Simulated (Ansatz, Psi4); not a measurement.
**CHCl2F (dichlorofluoromethane): a line through the functionals**

The species is CHCl2F (5 atoms), meant as a singlet with charge 0. SMILES: `FC(Cl)Cl`. The shape is that of a PBE0-D4/def2-TZVP optimisation.

The vertical energy of the triplet above the singlet y, in eV, basis def2-SVPD; a is the functional's share of exact exchange. Programs: Ansatz 0.2.0, Psi4 1.11.

| functional | program | a | y (eV) |
| --- | --- | --- | --- |
| r2SCAN | Ansatz | 0 | 6.39 |
| PBE | Ansatz | 0 | 6.19 |
| TPSSh | Psi4 | 0.1 | 6.43 |
| B3LYP | Ansatz | 0.2 | 6.49 |
| PBE0 | Ansatz | 0.25 | 6.59 |
| r2SCAN0 | Ansatz | 0.25 | ? |
| BHLYP | Ansatz | 0.5 | 6.82 |

Fit y = c + s·a to the known rows and predict r2SCAN0.


1. Means of the 6 rows: a = 0.1750, y = 6.485.
2. Σ(Δa)² = 0.17875, Σ(Δa·Δy) = 0.18925, so the slope is 0.18925/0.17875 = 1.0587.
3. Intercept: 6.485 − (1.0587) × 0.1750 = 6.300. The largest residual of the fit is 0.11.
4. r2SCAN0: 6.300 + (1.0587) × 0.25 = 6.56 eV.

The run gave 6.66 eV, so the prediction is off by -0.10 eV, within the largest residual. The rows mix families of semi-local functionals, which the line can't see.
